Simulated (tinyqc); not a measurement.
Worked calculation: Pariser-Parr-Pople SCF with singles CI, for the molecule Fc1ccns1 (SMILES; centres numbered as the heavy atoms are written). One step of it, computed by the program tinyqc.

Task: Singles CI, triplets. Over the 4 single excitations with the smallest orbital gaps: A = (e_a - e_i) delta - (ij|ab), with (pq|rs) = sum c_mp c_mq gamma_mn c_nr c_ns.

orbital energies (eV): -18.704449  -14.879355  -11.109262  -10.367109  0.578004  2.466570

coefficients:
```
         MO1        MO2        MO3        MO4        MO5        MO6
1F  0.944452  -0.221762  -0.211855  -0.035697  -0.097448  -0.056381
2C  0.291826   0.306697   0.610264   0.116595   0.554701   0.356461
3C  0.093659   0.303197   0.443190  -0.521803  -0.191478  -0.627647
4C  0.037311   0.385723  -0.148532  -0.530052  -0.369638   0.640450
5N  0.043173   0.616421  -0.593050  -0.000525   0.450716  -0.251608
6S  0.104018   0.485872   0.111840   0.657189  -0.553506  -0.048301
```

repulsion gamma_rs (eV), lower triangle:
```
           1F         2C         3C         4C         5N         6S
1F  21.400000
2C   8.693146  11.130000
3C   5.438981   7.552804  11.130000
4C   3.861633   5.520570   7.554850  11.130000
5N   3.869081   5.587911   5.587182   7.729197  12.300000
6S   5.471433   7.826040   5.622455   5.623872   7.981589  13.000000
```

Give: triplet CI matrix; triplet excitation energies.

Result:

triplet CI matrix (eV), lower triangle:
```
         4>5      3>5     4>6     3>6
4>5   3.1890
3>5  -0.2811   4.0347
4>6   0.0378   0.1043  5.2460
3>6   0.1043  -0.2521  0.3628  6.2909
```

triplet excitation energies (eV): 3.1019  4.0705  5.1594  6.4287
